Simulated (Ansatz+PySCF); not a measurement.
Stretching singlet LiH

The Li–H distance is varied.

Basis set: 6-31G (spherical functions). Charge 0, multiplicity 1.

Computed with Ansatz (development build ahead of 0.2.0), each point on the determinant that the search for low states chose. Each curve is measured from its own lowest point listed.

| r(Li–H) (Å) | RHF-CCSD (eV) | RHF-CCSD(T) (eV) | UHF-CCSD(T) (eV) |
| --- | --- | --- | --- |
| 1.438 | 0.175 | 0.175 | 0.175 |
| 1.598 | 0.000 | 0.000 | 0.000 |
| 1.758 | 0.002 | 0.002 | 0.002 |
| 1.917 | 0.108 | 0.107 | 0.107 |
| 2.077 | 0.270 | 0.270 | 0.270 |
| 2.157 | 0.364 | 0.363 | 0.363 |
| 2.317 | 0.561 | 0.561 | 0.561 |
| 2.477 | 0.760 | 0.760 | 0.760 |
| 2.636 | 0.952 | 0.951 | 0.951 |
| 2.796 | 1.127 | 1.127 | 1.127 |
| 2.956 | 1.283 | 1.282 | 1.282 |
| 3.116 | 1.415 | 1.414 | 1.414 |
| 3.276 | 1.524 | 1.522 | 1.523 |
| 3.355 | 1.570 | 1.568 | 1.568 |
| 3.515 | 1.646 | 1.644 | 1.644 |
| 3.675 | 1.705 | 1.701 | 1.702 |
| 3.835 | 1.748 | 1.744 | 1.746 |
| 3.995 | 1.780 | 1.775 | 1.778 |

Give the RHF curve at the same distances.

r (Å), E (eV) and a bar:
```
    1.438      0.156 #
    1.598      0.000
    1.758      0.033
    1.917      0.180 ##
    2.077      0.393 ####
    2.157      0.514 #####
    2.317      0.775 #######
    2.477      1.047 ##########
    2.636      1.321 ############
    2.796      1.592 ##############
    2.956      1.856 #################
    3.116      2.110 ###################
    3.276      2.353 #####################
    3.355      2.470 ######################
    3.515      2.696 ########################
    3.675      2.909 ##########################
    3.835      3.112 ############################
    3.995      3.303 ##############################
```

Caution for RHF at some points, RHF-CCSD at some points, RHF-CCSD(T) at some points: an unrestricted determinant lies well below. Caution for RHF-CCSD at some points, RHF-CCSD(T) at some points, UHF-CCSD(T) at some points: bonds are stretched, where a single reference can fail; large amplitudes, a single reference is doubtful. Caution for RHF-CCSD(T) at some points, UHF-CCSD(T) at some points: the amplitudes may be one of several solutions; very large amplitudes, the method is breaking down. Caution for UHF-CCSD(T) at some points: a plain start can end on a higher determinant; the unrestricted determinant is a mixture of spin states.
